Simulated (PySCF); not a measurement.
# A search over the determinants of BO

Unrestricted PBE0; basis B def2-TZVP, O def2-TZVP; no relativity; PySCF 2.14. Outer shells of the fragments: B 2s2 2p1; O 2s2 2p4.

Followed along the bond (rough minima from three points):

| 2Ms+1 | unpaired | ⟨S²⟩ at the start | R at minimum (Å) | Te (eV) |
| --- | --- | --- | --- | --- |
| 2 | σ ↑ | 0.77 | 1.20 | 0.00 |
| 4 | σ ↑, π ↑↑ | 3.75 | 1.41 | 5.54 |

Solutions found at the starting distance of 1.415 Å, counted from the lowest of them; the search is not exhaustive and high or unbound solutions are not listed, so other states can lie among these:

```csv
2Ms+1,unpaired,term,E (eV),⟨S²⟩,⟨Lz²⟩,μ (D)
2,σ ↑,²Σ⁺,0.00,0.77,0.00,-2.89
2,π ↑,²Π,1.69,0.75,1.01,0.81
4,"σ ↑, π ↑↑",mixed,4.21,3.75,2.01,-0.54
4,"σ ↑, π ↑↑",mixed,4.66,3.75,2.00,-0.64
2,"σ ↑, π ↑↓",mixed,4.86,1.75,2.01,-0.70
4,"σ ↑↑, π ↑",⁴Π,6.99,3.76,1.00,-0.29
4,"σ ↑↑, π ↑",⁴Π,9.16,3.75,1.02,-3.10
```

A term symbol is given only where ⟨S²⟩ and ⟨Lz²⟩ are close to those of a pure state; real π, δ and φ orbitals otherwise mix terms. A positive dipole means B(−)O(+).

Compare the gap between the two lowest followed solutions at the starting distance with the gap between their minima.

At PBE0 the second solution (quartet, unpaired electrons σ ↑, π ↑↑) lies +4.21 eV from the first (doublet, unpaired electrons σ ↑) at 1.415 Å and +5.54 eV at the minima; the two curves relax by different amounts, since their minima lie near 1.41 and 1.20 Å.

Counting both spins, an empty level lies below a filled one in some of these solutions, because spin and occupation are held.
